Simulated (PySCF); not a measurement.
Start geometry of `ClCCl` from GFN2-xTB (Å):
```
atom  x, y, z in Å
Cl1   -1.4252    0.8423   -0.0434
C2    -0.0066   -0.1606    0.0038
Cl3    1.4575    0.8150   -0.0674
H4     0.0262   -0.7080    0.9395
H5    -0.0185   -0.8227   -0.8704
```

Question: What comes out of this run: PBE0-D3(BJ)/def2-SVP geometry optimisation, gas phase (PySCF 2.14.0)?

Answer: 
```
atom  x, y, z in Å
Cl1   -1.802    0.857    0.180
C2    -0.328   -0.118    0.219
Cl3    1.152    0.840    0.090
H4    -0.303   -0.662    1.170
H5    -0.358   -0.816   -0.625
```

The energy falls by 0.62 kcal/mol over 5 energy and gradient evaluations, the largest force component goes from 0.0148 to 9.1e-05 Eh/bohr, and the atoms move by 0.026 Å rms after alignment. The bond that changes most is Cl1–C2 (alkyl chlorine to CCl2 carbon), which lengthens by 0.030 Å. Bonds longer at the end by more than 0.005 Å: 3 of 4; shorter: 0. Among the angles that change most is Cl1–C2–Cl3, from 111.0° to 113.4°. Rotational constants go from 31853, 3438, 3168 to 32750, 3276, 3037 MHz. The orientation of the end geometry is arbitrary; only internal coordinates are fixed.

The run used 60 basis functions and 28 SCF cycles in all.

Stationary, but not proved a minimum.
